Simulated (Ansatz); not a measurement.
Results of PBE0 in Ansatz (plane waves, PAW) for rock-salt BaTe.

Excerpt of the program's output:

```
WARN output.stress: scf.convergence.dr2_threshold = 1e-7 eV (the SCF's general default) is looser than the 2e-10 eV advised for a printed stress (1e-10 eV for …
WARN output.stress: scf.exx.energy_threshold = 1e-6 eV is looser than the 2e-8 eV advised for a stress under a hybrid functional (1e-8 eV for each atom of the …
Crystal: 2 atoms, lattice volume = 88.201 Å³
Basis set: ecut = 500 eV, 2229 PW (Γ), exchange–correlation on 80×80×80 points (8 copies of the dense FFT grid, shifted against one another)
Bands: 17, of which v1, the nominal top of the filled ones, is band 13 counted from 1 (12 counted from 0)
Symmetry: 48 space group operations
Space group: Fm-3m (ITA 225), of the structure as read, at distance tolerance 4.5e-5 Å
k-points: 16 of 216
Functional: x = pbe(κ = 0.804, μ = 0.2195149727645171), c = pbe(β = 0.06672455060314922), warm-up for x = 0.75 pbe(κ = 0.804, μ = 0.2195149727645171) + 0.25 exact, c = pbe(β = 0.06672455060314922)
SCF iter   1: F=—  HF=-12933.138634 eV  |F-HF|=—  |Δ(HF+E_count)|=         —  Δρ=8.65e-4  dr2=1.68e-3
SCF iter   2: F=-12933.139386 eV  HF=-12933.139412 eV  |F-HF|=2.67e-5  |Δ(HF+E_count)|=   7.78e-4  Δρ=3.30e-4  dr2=1.01e-4
Crystal: 2 atoms, lattice volume = 88.201 Å³
Initial density: handed on by an earlier stage of this run
Functional: x = 0.75 pbe(κ = 0.804, μ = 0.2195149727645171) + 0.25 exact, c = pbe(β = 0.06672455060314922)
  ...
Crystal: 2 atoms, lattice volume = 88.201 Å³
SCF iter   3: F=—  HF=-12940.871080 eV  |F-HF|=—  |Δ(HF+E_count)|=   3.54e-7  Δρ=7.37e-6  dr2=9.96e-8
SCF iter   4: F=-12940.871080 eV  HF=-12940.871080 eV  |F-HF|=2.62e-10  |Δ(HF+E_count)|=   3.31e-8  Δρ=2.71e-6  dr2=3.46e-9
SCF 3 converged in 4 iterations: F = -12940.871080 eV  dr2 = 3.46e-9
Free energy (F): -12940.871080 eV
Internal energy: -12940.871080 eV  (E = F + TS)
E sigma→0 (E₀):  -12940.871080 eV
Fermi energy:    6.777620 eV
--- Stress (GPa, compression-positive) ---
       -0.286869       0.000000       0.000000
        0.000000      -0.286869       0.000000
        0.000000       0.000000      -0.286869
  P = ⅓ Tr σ = -0.2869 GPa (-2.869 kbar)
```

### Question
Write an input file that could have produced this run (the log leaves some choices open).

### Answer
One answer among several that fit: 
Ansatz 0.2 input:
```yaml
crystal:
  lattice:
    - [0.0, 3.5330341308, 3.5330341308]
    - [3.5330341308, 0.0, 3.5330341308]
    - [3.5330341308, 3.5330341308, 0.0]
  atoms:
    - { symbol: Ba, position: [0.0, 0.0, 0.0] }
    - { symbol: Te, position: [0.5, 0.5, 0.5] }
kpoints:
  mp_grid: { grid: [6, 6, 6] }
hamiltonian:
  xc: pbe0
  pseudopotentials: { kind: paw }
  dispersion: none
scf:
  occupations: { method: gaussian, width: 0.02 }
output:
  forces: true
  stress: true
  eigenvalues: true
basis:
  ecutwfc: 500
  ecutrho_ratio: 4
  xc_grid: 2
magnetization:
  spin_polarized: false
```

The PAW data were made under PBE.

Note: cell and atoms aren't relaxed at this level (pressure -0.3 GPa).

Ansatz is an electronic-structure program.
